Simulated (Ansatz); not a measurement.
Sr₂P₇I (P2₁3, No. 198; cell taken from a computed entry), treated with PBEsol (Ansatz, a first-principles code, PAW).

Settings: plane-wave cutoff 520 eV, 4×4×4 k mesh, Fermi–Dirac smearing 0.01 eV, scalar-relativistic PAW data made under PBE.

Cell (relaxed with PBEsol):

```yaml
crystal:
  lattice:
    - [9.82907, 0.00000, 0.00000]
    - [0.00000, 9.82907, 0.00000]
    - [0.00000, 0.00000, 9.82907]
  atoms:
    - { symbol: Sr, position: [0.15392, 0.65392, 0.84608] }
    - { symbol: Sr, position: [0.34608, 0.34608, 0.34608] }
    - { symbol: Sr, position: [0.65392, 0.84608, 0.15392] }
    - { symbol: Sr, position: [0.84608, 0.15392, 0.65392] }
    - { symbol: Sr, position: [0.90100, 0.40100, 0.09900] }
    - { symbol: Sr, position: [0.59900, 0.59900, 0.59900] }
    - { symbol: Sr, position: [0.40100, 0.09900, 0.90100] }
    - { symbol: Sr, position: [0.09900, 0.90100, 0.40100] }
    - { symbol: P, position: [0.71987, 0.21987, 0.28013] }
    - { symbol: P, position: [0.78013, 0.78013, 0.78013] }
    - { symbol: P, position: [0.21987, 0.28013, 0.71987] }
    - { symbol: P, position: [0.28013, 0.71987, 0.21987] }
    - { symbol: P, position: [0.31116, 0.46672, 0.64245] }
    - { symbol: P, position: [0.18884, 0.53328, 0.14245] }
    - { symbol: P, position: [0.81116, 0.03328, 0.35755] }
    - { symbol: P, position: [0.68884, 0.96672, 0.85755] }
    - { symbol: P, position: [0.64245, 0.31116, 0.46672] }
    - { symbol: P, position: [0.14245, 0.18884, 0.53328] }
    - { symbol: P, position: [0.35755, 0.81116, 0.03328] }
    - { symbol: P, position: [0.85755, 0.68884, 0.96672] }
    - { symbol: P, position: [0.46672, 0.64245, 0.31116] }
    - { symbol: P, position: [0.53328, 0.14245, 0.18884] }
    - { symbol: P, position: [0.03328, 0.35755, 0.81116] }
    - { symbol: P, position: [0.96672, 0.85755, 0.68884] }
    - { symbol: P, position: [0.35829, 0.45314, 0.02671] }
    - { symbol: P, position: [0.14171, 0.54686, 0.52671] }
    - { symbol: P, position: [0.85829, 0.04686, 0.97329] }
    - { symbol: P, position: [0.64171, 0.95314, 0.47329] }
    - { symbol: P, position: [0.02671, 0.35829, 0.45314] }
    - { symbol: P, position: [0.52671, 0.14171, 0.54686] }
    - { symbol: P, position: [0.97329, 0.85829, 0.04686] }
    - { symbol: P, position: [0.47329, 0.64171, 0.95314] }
    - { symbol: P, position: [0.45314, 0.02671, 0.35829] }
    - { symbol: P, position: [0.54686, 0.52671, 0.14171] }
    - { symbol: P, position: [0.04686, 0.97329, 0.85829] }
    - { symbol: P, position: [0.95314, 0.47329, 0.64171] }
    - { symbol: I, position: [0.34937, 0.84937, 0.65063] }
    - { symbol: I, position: [0.15063, 0.15063, 0.15063] }
    - { symbol: I, position: [0.84937, 0.65063, 0.34937] }
    - { symbol: I, position: [0.65063, 0.34937, 0.84937] }
```

Task: What does this level give for the band gap, smallest direct gap on the k points sampled and direct gap at Γ?

Result: 
- band gap = 1.94 eV
- smallest direct gap on the k points sampled = 1.97 eV
- direct gap at Γ = 2.04 eV

Spin–orbit coupling is not included; with these elements it can move the gap by several tenths of an eV or more.

The result took around 100 core-minutes (rough).
